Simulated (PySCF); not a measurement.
**Exercise with solution: chemical shift, span and skew from a shielding tensor**

CH₃, SMILES [CH3] (connectivity only; charge and spin as stated), charge +1, multiplicity 1. Atoms are numbered in the order given.

```xyz
4

C      0.0000     0.0000     0.0000
H      1.0918     0.0000     0.0000
H     -0.5459    -0.9455     0.0000
H     -0.5459     0.9455     0.0000
```
Charge +1, spin multiplicity 1.

Geometry optimised at B3LYP-D3(BJ)/def2-TZVPD. The multiplicity is an assumed one; other spin states were not compared. The isomer is the one that the SMILES or the coordinates give; other isomers of the formula were not compared.

GIAO shieldings from KT2/pcSseg-2 in PySCF, non-relativistic, no solvent. The symmetric part of the tensor of C1 has the principal values -394.8, -394.8, 173.2 ppm. The same nucleus in TMS has σ = 184.2 ppm at this level (PySCF, at its B3LYP-D3(BJ)/def2-TZVP geometry).

Problem. Work out the isotropic shielding, the ¹³C shift against TMS, the span and the skew.

Solution. 
σ(iso) = (σ11 + σ22 + σ33)/3 = -205.5 ppm. δ = σ(ref) − σ(iso) = 184.2 − (-205.5) = 389.7 ppm.
Span Ω = σ33 − σ11 = 568.0 ppm. Skew κ = 3(σ(iso) − σ22)/Ω = 1.00, an axial tensor. Tumbling in solution averages the tensor to δ; in a static solid the shielding alone would spread this spin-1/2 line over Ω.
